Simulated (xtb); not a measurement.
xtb input (GFN2-xTB):

```bash
xtb mol.xyz --gfn 2 --sp --chrg 0 --uhf 0
```
mol.xyz:
```
3

O      0.02204159     1.10436371    -0.00118827
H     -0.92327012     1.31460394     0.01604549
Cl     0.04393750    -0.59703021    -0.00038467
```

Output:

```
           -------------------------------------------------
          |                Calculation Setup                |
           -------------------------------------------------

           -------------------------------------------------
          |                 G F N 2 - x T B                 |
           -------------------------------------------------

        Reference                      10.1021/acs.jctc.8b01176
      * Hamiltonian:
        H0-scaling (s, p, d)           1.850000    2.230000    2.230000
        zeta-weighting                 0.500000
      * Dispersion:
        s8                             2.700000
        a1                             0.520000
        a2                             5.000000
        s9                             5.000000
      * Repulsion:
        kExp                           1.500000    1.000000
        rExp                           1.000000
      * Coulomb:
        alpha                          2.000000
        third order                    shell-resolved
        anisotropic                    true
        a3                             3.000000
        a5                             4.000000
        cn-shift                       1.200000
        cn-exp                         4.000000
        max-rad                        5.000000

          ...................................................
          :                      SETUP                      :
          :.................................................:
          :  # basis functions                  15          :
          :  # atomic orbitals                  14          :
          :  # shells                            6          :
          :  # electrons                        14          :
          :  max. iterations                   250          :
          :  Hamiltonian                  GFN2-xTB          :
          :  restarted?                      false          :
          :  GBSA solvation                  false          :
          :  PC potential                    false          :
          :  electronic temp.          300.0000000     K    :
          :  accuracy                    1.0000000          :
          :  -> integral cutoff          0.2500000E+02      :
          :  -> integral neglect         0.1000000E-07      :
          :  -> SCF convergence          0.1000000E-05 Eh   :
          :  -> wf. convergence          0.1000000E-03 e    :
          :  Broyden damping             0.4000000          :
          :  net charge                          0          :
          :  unpaired electrons                  0          :
          ...................................................

 iter      E             dE          RMSdq      gap      omega  full diag
   1     -9.0756631 -0.907566E+01  0.908E+00    4.45       0.0  T
   2     -9.0791384 -0.347533E-02  0.477E+00    4.46       1.0  T
   3     -9.0793970 -0.258567E-03  0.799E-01    4.43       1.0  T
   4     -9.0794866 -0.896516E-04  0.233E-01    4.42       1.0  T
   5     -9.0795204 -0.337518E-04  0.965E-02    4.43       1.0  T
   6     -9.0795279 -0.746967E-05  0.586E-02    4.43       1.0  T
   7     -9.0795303 -0.243996E-05  0.200E-02    4.43       2.9  T
   8     -9.0795306 -0.307129E-06  0.951E-03    4.43       6.1  T
   9     -9.0795307 -0.819352E-07  0.606E-03    4.43       9.5  T
  10     -9.0795308 -0.964278E-07  0.183E-03    4.43      31.5  T
  11     -9.0795308 -0.355169E-08  0.634E-04    4.43      91.1  T
  12     -9.0795308 -0.436515E-09  0.498E-05    4.43    1160.5  T

   *** convergence criteria satisfied after 12 iterations ***

         #    Occupation            Energy/Eh            Energy/eV
      -------------------------------------------------------------
         1        2.0000           -1.0759721             -29.2787
         2        2.0000           -0.7104200             -19.3315
         3        2.0000           -0.5985999             -16.2887
         4        2.0000           -0.5576803             -15.1753
         5        2.0000           -0.5231732             -14.2363
         6        2.0000           -0.4474393             -12.1754
         7        2.0000           -0.4314818             -11.7412 (HOMO)
         8                         -0.2686397              -7.3101 (LUMO)
         9                         -0.0116368              -0.3167
        10                         -0.0112173              -0.3052
        11                         -0.0086012              -0.2341
        12                         -0.0009464              -0.0258
       ...                                ...                  ...
        14                          0.1254032               3.4124
      -------------------------------------------------------------
                  HL-Gap            0.1628421 Eh            4.4312 eV
             Fermi-level           -0.3500608 Eh           -9.5256 eV

 SCC (total)                   0 d,  0 h,  0 min,  0.008 sec
 SCC setup                      ...        0 min,  0.000 sec (  1.259%)
 Dispersion                     ...        0 min,  0.000 sec (  0.346%)
 classical contributions        ...        0 min,  0.000 sec (  0.180%)
 integral evaluation            ...        0 min,  0.001 sec ( 11.431%)
 iterations                     ...        0 min,  0.002 sec ( 26.863%)
 molecular gradient             ...        0 min,  0.005 sec ( 57.682%)
 printout                       ...        0 min,  0.000 sec (  1.976%)

         :::::::::::::::::::::::::::::::::::::::::::::::::::::
         ::                     SUMMARY                     ::
         :::::::::::::::::::::::::::::::::::::::::::::::::::::
         :: total energy              -9.063357636697 Eh    ::
         :: gradient norm              0.009552921813 Eh/a0 ::
         :: HOMO-LUMO gap              4.431157755740 eV    ::
         ::.................................................::
         :: SCC energy                -9.079530787791 Eh    ::
         :: -> isotropic ES            0.017961017835 Eh    ::
         :: -> anisotropic ES         -0.003312878980 Eh    ::
         :: -> anisotropic XC         -0.001478008411 Eh    ::
         :: -> dispersion             -0.000592931212 Eh    ::
         :: repulsion energy           0.016173151093 Eh    ::
         :: add. restraining           0.000000000000 Eh    ::
         :: total charge               0.000000000000 e     ::
         :::::::::::::::::::::::::::::::::::::::::::::::::::::

           -------------------------------------------------
          |                Property Printout                |
           -------------------------------------------------

    * Orbital Energies and Occupations

         #    Occupation            Energy/Eh            Energy/eV
      -------------------------------------------------------------
         1        2.0000           -1.0759721             -29.2787
         2        2.0000           -0.7104200             -19.3315
         3        2.0000           -0.5985999             -16.2887
         4        2.0000           -0.5576803             -15.1753
         5        2.0000           -0.5231732             -14.2363
         6        2.0000           -0.4474393             -12.1754
         7        2.0000           -0.4314818             -11.7412 (HOMO)
         8                         -0.2686397              -7.3101 (LUMO)
         9                         -0.0116368              -0.3167
        10                         -0.0112173              -0.3052
        11                         -0.0086012              -0.2341
        12                         -0.0009464              -0.0258
        13                          0.1071619               2.9160
        14                          0.1254032               3.4124
Note: The following floating-point exceptions are signalling: IEEE_UNDERFLOW_FLAG IEEE_DENORMAL
normal termination of xtb
      -------------------------------------------------------------
                  HL-Gap            0.1628421 Eh            4.4312 eV
             Fermi-level           -0.3500608 Eh           -9.5256 eV

     #   Z          covCN         q      C6AA      α(0)
     1   8 O        1.733    -0.371    20.270     6.079
     2   1 H        0.811     0.328     0.642     1.259
     3  17 Cl       0.936     0.043    97.899    15.137

 Mol. C6AA /au·bohr⁶  :        229.811572
 Mol. C8AA /au·bohr⁸  :       7523.575194
 Mol. α(0) /au        :         22.474796

Wiberg/Mayer (AO) data.
largest (>0.10) Wiberg bond orders for each atom

 ---------------------------------------------------------------------------
     #   Z sym  total        # sym  WBO       # sym  WBO       # sym  WBO
 ---------------------------------------------------------------------------
     1   8 O    1.934 --     3 Cl   1.044     2 H    0.890
     2   1 H    0.893 --     1 O    0.890
     3  17 Cl   1.046 --     1 O    1.044
 ---------------------------------------------------------------------------

Topologies differ in total number of bonds
Writing topology from bond orders to xtbtopo.mol

molecular dipole:
                 x           y           z       tot (Debye)
 q only:       -0.583      -0.009       0.011
   full:       -0.621      -0.086       0.011       1.593
molecular quadrupole (traceless):
                xx          xy          yy          xz          yz          zz
 q only:        0.766      -2.184      -0.037      -0.026       0.040      -0.729
  q+dip:        1.540      -3.165      -1.122      -0.034       0.059      -0.418
   full:        1.037      -3.182       0.184      -0.039       0.058      -1.221

           -------------------------------------------------
          | TOTAL ENERGY               -9.063357636697 Eh   |
          | GRADIENT NORM               0.009552921813 Eh/α |
          | HOMO-LUMO GAP               4.431157755740 eV   |
           -------------------------------------------------

------------------------------------------------------------------------
------------------------------------------------------------------------
 total:
 SCF:
```
